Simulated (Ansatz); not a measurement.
Basis-set extrapolation for `CCC(C)(C)C` (PBE0-D4/def2-TZVP geometry, frozen core, the Gaussian-basis code of Ansatz). Multiplicity 1, RHF reference.

|  | def2-TZVPP | def2-QZVPP |
| --- | --- | --- |
| HF | -235.452737 | -235.463979 |
| MP2 correlation | -1.074820 | -1.140331 |
| CCSD(T) correlation | -1.188498 | not run |

Energies in hartree. Use E(X) = E(∞) + A·exp(−7.88·√X) for Hartree–Fock and E(X) = E(∞) + B·X^(−2.97) for correlation, with X = 3 and 4, and add CCSD(T) minus MP2 of the smaller set to the MP2 limit.

**Question.** What is the CCSD(T) energy at the basis-set limit?

**Answer.** HF limit: -235.463979 + (-0.011242) × 0.13774 = -235.46553. MP2 limit: -1.140331 + (-0.065511) × 0.74074 = -1.18886. Higher-order term: -1.188498 − (-1.074820) = -0.11368. Total: -236.76807 hartree, 333.0 kJ/mol below CCSD(T)/def2-TZVPP.
